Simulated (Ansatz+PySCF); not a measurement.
A calculation with Ansatz (development build ahead of 0.2.0).

```yaml
crystal:
  periodic: [false, false, false]
  atoms:
    - { symbol: Li, position_ang: [0.0, 0.0, -0.39946] }
    - { symbol: H, position_ang: [0.0, 0.0, 1.19838] }
    - { symbol: H, position_ang: [29.49903, 0.15675, -0.64058] }
    - { symbol: F, position_ang: [30.05566, -0.01742, 0.07118] }
basis:
  gaussian: { orbitals: STO-3G }
magnetization:
  spin_polarized: true
hamiltonian:
  xc: hf
correlation:
  method: mp2
  frozen_orbitals: { F: 1, H: 0, Li: 0 }
output:
  forces: true
```

The input is written out in the form of the current development build from the run's settings.

Results

| Quantity | Value |
| --- | --- |
| Converged | yes |
| Reference energy | -106.43305 hartree |
| Correlation energy | -0.03034 hartree |
| Total energy | -106.46339 hartree |
| Spin squared of the determinant | 0.000 |
| Stability test | minimum |

Forces (eV/Å):
```tsv
atom	Fx	Fy	Fz
Li1	0.000	0.000	0.654
H2	0.000	0.000	-0.654
H3	-2.391	0.748	-3.057
F4	2.391	-0.748	3.057
```
